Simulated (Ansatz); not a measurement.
```yaml
crystal:
  periodic: [false, false, false]
  atoms:
    - {symbol: Si, position_ang: [-0.003395, 0.007754, -1.172800]}
    - {symbol: Si, position_ang: [0.003398, -0.007764, 1.172798]}
    - {symbol: H, position_ang: [0.782254, 1.156997, 1.698627]}
    - {symbol: H, position_ang: [0.627911, -1.268465, 1.683083]}
    - {symbol: H, position_ang: [-1.395464, 0.077890, 1.697797]}
    - {symbol: H, position_ang: [1.396888, -0.051699, -1.697633]}
    - {symbol: H, position_ang: [-0.651298, 1.256599, -1.683081]}
    - {symbol: H, position_ang: [-0.760283, -1.171321, -1.698801]}
basis:
  gaussian: {orbitals: cc-pVDZ}
hamiltonian: {xc: {name: BLYP}, dispersion: d4}
scf: {omitted_lower_state_checks: [starts]}
output: {forces: true}
```

```sh
$ ansatz run in.yaml --threads 2 --pin off --events-out ev --progress --plain --max-ram 4352MiB
```

Shortened log:

```
Functional definition: BLYP
824 factors; their error is unknown
mean field evaluation 1: about -15850.4042 eV, gradient 1.5e1 eV
mean field evaluation 2: about -15851.3573 eV, gradient 6.9e0 eV
mean field evaluation 4: about -15851.5758 eV, gradient 2.3e-1 eV
mean field evaluation 8: about -15851.5624 eV, gradient 1.8e-3 eV
mean field -15851.56244289 eV, -582.5341752011 hartree, gradient 5.7e-5 eV, S^2 0.000000; 0 other end points of the search recorded, 0 dependent functions left out
reference -15851.56280394 eV, -582.5341884698 hartree; 17, 17 occupied and 49, 49 virtual orbitals, 824 factors
Total energy: -15851.84591918 eV, -582.5445927629 hartree
Atom 0 at    -0.003395     0.007754    -1.172800 Å, force    -0.000218     0.000246    -0.057642 eV/Å
Atom 1 at     0.003398    -0.007764     1.172798 Å, force     0.000208    -0.000163     0.057645 eV/Å
Atom 2 at     0.782254     1.156997     1.698627 Å, force     0.083444     0.126324     0.059054 eV/Å
Atom 3 at     0.627911    -1.268465     1.683083 Å, force     0.068291    -0.135925     0.057271 eV/Å
Atom 4 at    -1.395464     0.077890     1.697797 Å, force    -0.151266     0.008356     0.058921 eV/Å
Atom 5 at     1.396888    -0.051699    -1.697633 Å, force     0.151319    -0.007292    -0.058918 eV/Å
Atom 6 at    -0.651298     1.256599    -1.683081 Å, force    -0.069253     0.135414    -0.057260 eV/Å
Atom 7 at    -0.760283    -1.171321    -1.698801 Å, force    -0.082525    -0.126960    -0.059071 eV/Å
Dipole moment:     0.000002    -0.000005     0.000001 e Å
Checks for a lower state left out: starts
```

Run time 0.75 s (2 threads of Intel Xeon Platinum 8375C on a shared host).
